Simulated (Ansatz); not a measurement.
A geometry relaxed with PBE0-D3(BJ)/def2-SVP in Ansatz (a program for electronic structure), charge 0, multiplicity 1:

```xyz
13

H      1.9926     0.5292    -0.5650
H     -1.5727    -0.3725     1.3992
N      0.1380     0.2271     0.3547
C     -0.7238    -0.8117     0.8519
H     -1.4088     1.6063     0.0683
H     -1.1420    -1.4621     0.0476
H     -0.9614     0.7155    -1.4169
H     -0.1735    -1.4604     1.5514
H      1.1072    -0.8930    -1.1918
C      1.3214    -0.2944    -0.2750
H      1.8705    -0.9435     0.4251
H      0.1123     1.9912    -0.7696
C     -0.5598     1.1683    -0.4797
```

Task: Write the SMILES of this molecule.

Result: `CN(C)C`
